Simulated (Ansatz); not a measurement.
**Fe$_{13}$Co$_{3}$ (P4/mmm)**

These are results of DFT PBEsol, scalar-relativistic, plane waves, PAW (Ansatz), not measurements.

Plane waves to 420 eV, a k mesh through Γ of 6×6×6 on the computed 16-atom cell and Gaussian smearing (0.10 eV); collinear spin from starting moments 2.48 2.72 2.72 2.72 2.72 2.5 2.72 2.72 2.72 2.48 2.46 2.72 2.46 1.99 1.98 1.94 μB.

The structure is relaxed at this level of theory with its symmetry kept. Whether it is the stable form of this composition wasn't checked.

```
CELL_PARAMETERS angstrom
5.60112 0.00000 0.00000
0.00000 5.60112 0.00000
0.00000 0.00000 5.59531
ATOMIC_POSITIONS crystal
Fe 0.50000 0.00000 0.50000
Fe 0.74983 0.25017 0.75034
Fe 0.25017 0.74983 0.24966
Fe 0.25017 0.74983 0.75034
Fe 0.25017 0.25017 0.75034
Fe 0.00000 0.00000 0.50000
Fe 0.74983 0.25017 0.24966
Fe 0.74983 0.74983 0.75034
Fe 0.74983 0.74983 0.24966
Fe 0.00000 0.50000 0.50000
Fe 0.50000 0.00000 0.00000
Fe 0.25017 0.25017 0.24966
Fe 0.00000 0.50000 0.00000
Co 0.00000 0.00000 0.00000
Co 0.50000 0.50000 0.50000
Co 0.50000 0.50000 0.00000
```

```
Space group                                                       : P4/mmm (No. 123)
Volume per atom                                                   : 74.0 bohr³
Formation energy from the elements' standard states (uncorrected) : -0.012 eV/atom
Kohn–Sham band gap                                                : none (metal)
Density of states at the Fermi level                              : 11.60 states/eV per cell
Löwdin character within 0.5 eV of the Fermi level                 : Fe 3d 76 %, Co 3d 14 %, unprojected 4 %
Bulk modulus                                                      : 208 GPa
Its pressure derivative                                           : 4.7
Total moment                                                      : 35.84 μB per cell
Site moments (μB; atoms counted from 1 over the whole cell)       : Fe (atom 1) 2.26, Fe (atom 2) 2.47, Fe (atom 3) 2.47, Fe (atom 4) 2.47, Fe (atom 5) 2.47, Fe (atom 6) 2.27, Fe (atom 7) 2.47, Fe (atom 8) 2.47, Fe (atom 9) 2.47, Fe (atom 10) 2.26, Fe (atom 11) 2.24, Fe (atom 12) 2.47, Fe (atom 13) 2.24, Co (atom 14) 1.81, Co (atom 15) 1.80, Co (atom 16) 1.76
```

Only this magnetic start was tried.